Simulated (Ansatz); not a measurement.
Cost and result for the atomization energy of `[OH2+][AlH3-]` (7 atoms, 6 bonds).

Charge 0, multiplicity 1. The geometry is a stationary point of PBE0-D4/def2-TZVP. Program: Ansatz. Hardware: A = 2 threads of a server CPU on a shared host; B = 2 threads of an AMD EPYC 7R13 on a shared host and a share of an NVIDIA H100 80 GB. Times are those of one run each, without the atoms' runs, and a repeat can differ threefold. Electronic energies, without spin–orbit coupling; frozen cores. CCSD(T)/CBS extrapolates def2-TZVPP and def2-QZVPP, and its time is that of the two runs behind it. T1 = 0.009. HSE06 is the plane-wave form, built on full-range PBE exchange.

CCSD(T)/CBS is a level of theory with its own doubt, some kJ/mol a heavy atom from the limit and from the frozen cores, so smaller differences don't rank the functionals.

```json
{"level": "CCSD(T)/def2-SVP [A]", "functions": "57", "wall time": "0.91 s"}
{"level": "revPBE-D4/def2-TZVPP [A]", "functions": "143", "wall time": "1.3 s"}
{"level": "BLYP-D4/def2-TZVPP [A]", "functions": "143", "wall time": "1.4 s"}
{"level": "PBE0-D4/def2-TZVPP [A]", "functions": "143", "wall time": "1.5 s"}
{"level": "BHLYP-D4/def2-TZVPP [A]", "functions": "143", "wall time": "1.8 s"}
{"level": "CAM-B3LYP-D4/def2-TZVPP [A]", "functions": "143", "wall time": "1.9 s"}
{"level": "HSE06-D4/def2-TZVPP [A]", "functions": "143", "wall time": "2.1 s"}
{"level": "r2SCAN-D4/def2-TZVPP (with forces) [A]", "functions": "143", "wall time": "2.4 s"}
{"level": "PBE-QIDH/def2-TZVPP [A]", "functions": "143", "wall time": "3 s"}
{"level": "B97M-V/def2-TZVPP [A]", "functions": "143", "wall time": "3.9 s"}
{"level": "CCSD(T)/def2-QZVPP [B]", "functions": "277", "wall time": "5.5 s"}
{"level": "CCSD(T)/def2-TZVPP [A]", "functions": "143", "wall time": "9 s"}
{"level": "CCSD(T)/CBS(def2)", "functions": "–", "wall time": "15 s"}
```

What atomization energy does each give, and how far from CCSD(T)/CBS? (Best estimate.)

The calculation gave: 
| level | atomization (kcal/mol) | difference from CCSD(T)/CBS | per bond |
| --- | --- | --- | --- |
| CCSD(T)/def2-SVP [A] | 441.5 | -26.7 | -4.5 |
| revPBE-D4/def2-TZVPP [A] | 450.6 | -17.6 | -2.9 |
| BLYP-D4/def2-TZVPP [A] | 460.8 | -7.4 | -1.2 |
| PBE0-D4/def2-TZVPP [A] | 453.8 | -14.4 | -2.4 |
| BHLYP-D4/def2-TZVPP [A] | 454.1 | -14.1 | -2.4 |
| CAM-B3LYP-D4/def2-TZVPP [A] | 467.5 | -0.7 | -0.1 |
| HSE06-D4/def2-TZVPP [A] | 453.9 | -14.3 | -2.4 |
| r2SCAN-D4/def2-TZVPP (with forces) [A] | 463.7 | -4.5 | -0.8 |
| PBE-QIDH/def2-TZVPP [A] | 454.7 | -13.5 | -2.2 |
| B97M-V/def2-TZVPP [A] | 472.4 | 4.2 | 0.7 |
| CCSD(T)/def2-QZVPP [B] | 463.9 | -4.3 | -0.7 |
| CCSD(T)/def2-TZVPP [A] | 457.5 | -10.7 | -1.8 |
| CCSD(T)/CBS(def2) | 468.2 | 0.0 | 0.0 |

The D4 term adds +2.7 kcal/mol with B3LYP and +1.4 kcal/mol with PBE0; it sums over pairs of atoms, weighted by their polarisabilities, and B3LYP, whose exchange is more repulsive, gets the larger term. In def2-TZVPP, CCSD(T) changes the Hartree–Fock value by +116.0 kcal/mol (the triples alone add +3.8 kcal/mol) and MP2 by +114.3 kcal/mol; breaking electron pairs costs correlation energy, which Hartree–Fock lacks. From PBE to PBE0 (25 % exact exchange), in def2-TZVPP and without D4, the atomization energy moves by −4.5 kcal/mol: exact exchange takes away binding that semilocal exchange gives to molecules.

B3LYP here is the variant with VWN-RPA as its local correlation; programs differ in this.
